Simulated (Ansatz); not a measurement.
A calculation on hcp Sc returned lattice constant a 3.285 Å, lattice parameter c 5.126 Å.

For reference: lattice constant a 3.309 Å (measured, 293 K, not corrected to a static lattice; as tabulated in Wikipedia's data pages); lattice parameter c 5.268 Å (measured, 293 K, no zero-point or thermal correction; as tabulated in Wikipedia's data pages).

Problem. Which level of theory produced these numbers?
A) B3LYP (VWN-RPA form) (Ansatz (a program for electronic structure))
B) PBE-D4 (Ansatz)
C) rVV10 (Ansatz)
D) HSE06 (Ansatz)

Solution. B, PBE-D4 (Ansatz)

The others give: B3LYP (VWN-RPA form) 3.347 Å, 5.158 Å; HSE06 3.340 Å, 5.222 Å; rVV10 3.303 Å, 5.160 Å.

Unless a cell is named, each level is at its own relaxed cell (B3LYP (VWN-RPA form) 25.02, HSE06 25.22, PBE-D4 23.96, rVV10 24.38 Å³/atom).

The crystal itself was run without spin with B3LYP (VWN-RPA form), HSE06, rVV10, PBE-D4; a magnetic state was not tried in these runs.

Ansatz's density-functional and Hartree–Fock values are scalar-relativistic unless marked +SOC, with PAW data made under PBE.
